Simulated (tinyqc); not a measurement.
Pariser-Parr-Pople SCF with singles CI, for the molecule O=CC=CF (SMILES; centres numbered as the heavy atoms are written), step by step. One step of it, computed by the program tinyqc.

Question. PPP integrals. Ohno: gamma = 14.399645/sqrt(R^2 + a^2), a = 2 x 14.399645/(gamma_rr + gamma_ss); H_rr = -W_r - sum_(s != r) z_s gamma_rs; H_rs = beta for bonds.

Centres (angstrom, eV; a flat drawing with bonds scaled to 1.40 angstrom):
```
centre          x          y  core charge z          W   gamma_rr
1O      -2.425000   0.280000              1  20.080000  15.670000
2C      -1.212000  -0.420000              1  12.230000  11.040000
3C       0.000000   0.280000              1  12.230000  11.040000
4C       1.212000  -0.420000              1  12.230000  11.040000
5F       2.425000   0.280000              2  38.590000  22.860000
```

Resonance integrals (eV):
```
i  j       beta
1  2  -2.510000
2  3  -2.390000
3  4  -2.390000
4  5  -2.190000
```

Give: repulsion gamma_rs; core matrix H.

Answer.

repulsion gamma_rs (eV), lower triangle:
```
        1O      2C      3C      4C      5F
1O  15.670
2C   8.147  11.040
3C   5.426   7.527  11.040
4C   3.733   5.231   7.527  11.040
5F   2.934   3.789   5.604   8.791  22.860
```

core matrix H (eV), lower triangle:
```
         1O       2C       3C       4C       5F
1O  -43.255
2C   -2.510  -40.714
3C    0.000   -2.390  -43.917
4C    0.000    0.000   -2.390  -46.303
5F    0.000    0.000    0.000   -2.190  -59.709
```
